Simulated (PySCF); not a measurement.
## HCl, HF: how much the basis matters

PySCF, RHF reference; singlet, unpaired electrons none; De to H + Cl without counterpoise correction.

```
                      basis     relativity  functions  Re (Å)  ωe (cm⁻¹)  De (eV)  μ (D)
                 6-31G(d,p)  no relativity         23   1.265       3182     3.27  -1.47
              jorge-DZP-DKH  spin-free X2C         29   1.278       3120     3.21  -1.44
                aug-pcseg-1  no relativity         36   1.275       3143     3.29  -1.24
aug-cc-pVDZ/aug-cc-pV(D+d)Z  no relativity         41   1.272       3141     3.33  -1.21
                    pcseg-2  no relativity         48   1.265       3131     3.33  -1.30
               x2c-TZVPPall  spin-free X2C         56   1.264       3140     3.32  -1.23
                def2-TZVPPD  no relativity         68   1.265       3145     3.35  -1.17
```

(1) How does each smaller set differ from the one with most functions, def2-TZVPPD?

A positive dipole means H(−)Cl(+). Where the molecule has an RHF reference, its open-shell atoms are computed with UHF. Hartree–Fock leaves out correlation, which carries a large part of most bond energies and some tenths to 1 eV of ionisation energies.

## Answers

(1) 6-31G(d,p): +0.0 pm, +1.2 % in ωe, -0.08 eV in De; jorge-DZP-DKH: +1.3 pm, -0.8 % in ωe, -0.14 eV in De; aug-pcseg-1: +1.0 pm, -0.1 % in ωe, -0.06 eV in De; aug-cc-pVDZ/aug-cc-pV(D+d)Z: +0.7 pm, -0.1 % in ωe, -0.02 eV in De; pcseg-2: +0.0 pm, -0.4 % in ωe, -0.02 eV in De; x2c-TZVPPall: -0.1 pm, -0.2 % in ωe, -0.03 eV in De. All at HF; the set with most functions is neither the basis-set limit nor always the best. The rows treat relativity differently, so the differences are not basis effects alone.
